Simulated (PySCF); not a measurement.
# One shape, several levels: C2H2F2 (SMILES F/C=C\F)

Wanted: a comparison of 6 runs (CCSD(T)/STO-3G, CCSD(T)/3-21G, CCSD(T)/6-31G, CCSD(T)/6-31G*, CCSD(T)/6-31G**, CCSD(T)/6-311G**) of C2H2F2. 

The results are computed with PySCF 2.14.0.

## 1. The system as given

The species is C2H2F2 (6 atoms), meant as a singlet with charge 0. SMILES: `F/C=C\F`. The shape is that of a GFN2-xTB optimisation.

Bond lengths: F1–C2 1.335 Å, C2–C3 1.321 Å, C3–F4 1.335 Å, C2–H5 1.079 Å, C3–H6 1.078 Å. Angles: F1–C2–C3 123.7°, C2–C3–F4 123.7°, F1–C2–H5 113.2°, C3–C2–H5 123.0°, C2–C3–H6 123.2°, F4–C3–H6 113.1°.

## 2. The energy at CCSD(T)/STO-3G (run 1)

Contents of calc.py:

```python
from pyscf import gto, cc

mol = gto.M(
    atom='''
F      0.192360    -0.836360    -1.520840
C      0.405210     0.027280    -0.525710
C     -0.327390     0.076410     0.572410
F     -1.362570    -0.733090     0.808990
H      1.239650     0.687180    -0.705780
H     -0.147270     0.778580     1.370930
''',
    basis='sto-3g',
    charge=0,
    spin=0,
    verbose=3,
    max_memory=1860,
)

mf = mol.RHF()
mf.conv_tol = 1e-10
mf.kernel()
if not mf.converged:
    mf = mf.newton().run(mf.mo_coeff, mf.mo_occ)

mycc = cc.CCSD(mf, frozen=4)
mycc.kernel()
e_t = mycc.ccsd_t()
energy = mycc.e_tot + e_t
print('E = %.10f Eh' % energy)
```

Run with:

```console
OMP_NUM_THREADS=1 python calc.py
```

Log:

```text
converged SCF energy = -271.983841248047
E(CCSD) = -272.170255846015  E_corr = -0.1864145979675934
CCSD(T) correction = -0.00438730635373614
E = -272.1746431524 Eh
```

Wall time 1.5 s (1 thread of Intel Xeon Platinum 8259CL at 2.50GHz (Skylake/Cascade Lake), shared host); peak memory 0.12 GiB.

## 3. The energy at CCSD(T)/3-21G (run 2)

Contents of calc.py:

```python
from pyscf import gto, scf, cc

mol = gto.M(
    atom='''
F    0.192360  -0.836360  -1.520840
C    0.405210   0.027280  -0.525710
C   -0.327390   0.076410   0.572410
F   -1.362570  -0.733090   0.808990
H    1.239650   0.687180  -0.705780
H   -0.147270   0.778580   1.370930
''',
    verbose=3,
    basis='3-21g',
    max_memory=1860,
)

myscf = scf.RHF(mol)
myscf.conv_tol = 1e-10
myscf.kernel()
if not myscf.converged:
    myscf = myscf.newton().run(myscf.mo_coeff, myscf.mo_occ)

mycc = cc.CCSD(myscf, frozen=4)
mycc.kernel()
e_t = mycc.ccsd_t()
e_tot = mycc.e_tot + e_t
print('E = %.10f Eh' % e_tot)
```

Run with:

```console
OMP_NUM_THREADS=1 python calc.py
```

Log:

```text
converged SCF energy = -274.224836290275
E(CCSD) = -274.6522584787726  E_corr = -0.4274221884973112
CCSD(T) correction = -0.0101227188460752
E = -274.6623811976 Eh
```

Run time: 2.3 s. Hardware: 1 thread of Intel Xeon Platinum 8259CL at 2.50GHz (Skylake/Cascade Lake), shared host; peak memory 0.12 GiB.

Runs 3 to 5 aren't shown in full; the table further down has their settings and results.

## 4. The energy at CCSD(T)/6-311G(d,p) (run 6)

Contents of run.py:

```python
from pyscf import gto, scf, cc

system = gto.M(
    atom='''
F        0.192360      -0.836360      -1.520840
C        0.405210       0.027280      -0.525710
C       -0.327390       0.076410       0.572410
F       -1.362570      -0.733090       0.808990
H        1.239650       0.687180      -0.705780
H       -0.147270       0.778580       1.370930
''',
    basis='6-311g**',
    max_memory=1860,
    verbose=3,
    spin=0,
)

mf = scf.RHF(system)
mf.conv_tol = 1e-10
mf.kernel()
if not mf.converged:
    mf = mf.newton().run(mf.mo_coeff, mf.mo_occ)

mycc = cc.CCSD(mf, frozen=4)
mycc.kernel()
e_t = mycc.ccsd_t()
etot = mycc.e_tot + e_t
print('E = %.10f Eh' % etot)
```

Run with:

```console
OMP_NUM_THREADS=1 python run.py
```

Log:

```text
converged SCF energy = -275.798554323408
E(CCSD) = -276.495798081969  E_corr = -0.6972437585607556
CCSD(T) correction = -0.0214843577089563
E = -276.5172824397 Eh
```

Run time: 24 s. Hardware: 1 thread of Intel Xeon Platinum 8259CL at 2.50GHz (Skylake/Cascade Lake), shared host; peak memory 0.42 GiB.

## 5. All runs side by side

```
run                                  level  energy (Eh)  dipole moment (D) of the reference  HOMO energy (eV)  LUMO energy (eV)  wall time
  1                         CCSD(T)/STO-3G  -272.174643                                1.58             -7.89              8.47      1.5 s
  2                          CCSD(T)/3-21G  -274.662381                                3.02            -10.50              4.86      2.3 s
  3                          CCSD(T)/6-31G  -276.077503                                3.37            -10.76              4.51      3.3 s
  4   CCSD(T)/6-31G* (spherical functions)  -276.338875                                2.71            -10.40              5.10      8.7 s
  5  CCSD(T)/6-31G** (spherical functions)  -276.355817                                2.71            -10.40              5.06      9.6 s
  6                       CCSD(T)/6-311G**  -276.517282                                2.83            -10.60              4.20       24 s
```

## 6. Outcome

| quantity | value |
| --- | --- |
| run 6: total energy | -276.51728 Eh |
| run 6: dipole moment (Hartree–Fock density) | 2.83 D |
| run 6: HOMO energy (Hartree–Fock orbitals) | -10.60 eV |
| run 6: LUMO energy (Hartree–Fock orbitals) | 4.20 eV |
| run 6: HOMO–LUMO gap (Hartree–Fock orbitals) | 14.79 eV |
| run 6: correlation energy (4 core orbitals frozen) | -718.7 mEh |
| run 6: (T) correction | -21.48 mEh |
| run 6: T1 diagnostic | 0.012 |

**Reading.** In run 1 the basis is minimal, so the values are rough. All runs together took 50 s, the longest 24 s.
